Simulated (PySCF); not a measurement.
Shieldings and the share of exact exchange

Molecule: `C=NC(=C)OC`, C₄H₇NO.

Atoms are numbered as in `[CH2:1]=[N:2][C:3](=[CH2:4])[O:5][CH3:6]`; H(Xn) means a hydrogen on atom n. Ha(C1) is cis to C3; Ha(C4) is cis to N2; Hb(C1) is trans to C3; Hb(C4) is trans to N2.

GIAO shieldings (ppm, equivalent atoms averaged) in PySCF on the PBE0-D3(BJ)/def2-SVP geometry, basis pcSseg-1, gas phase, non-relativistic:

```csv
functional,exact exchange (%),σ(C6),σ(O5)
BLYP,0,119.6,210.0
BP86,0,124.4,214.1
PBE,0,125.1,213.4
B3LYP,20,124.6,225.3
PBE0,25,130.6,231.4
BHandHLYP,50,131.0,245.0
HF,100,141.0,271.6
```

(1) Fit each shielding as a line in the percentage of exact exchange.

(2) What does the line predict for mPW1PW91 (25 %), and what does the run give?

Answers

(1) σ(C6) = 123.1 + 0.18 x (rms 2.2 ppm); σ(O5) = 213.5 + 0.60 x (rms 2.0 ppm). The functionals also differ in their semilocal parts, which the line can't hold; Hartree–Fock has no correlation at all.

(2) σ(C6): 127.6 predicted, 129.6 computed; σ(O5): 228.5 predicted, 230.7 computed ppm.
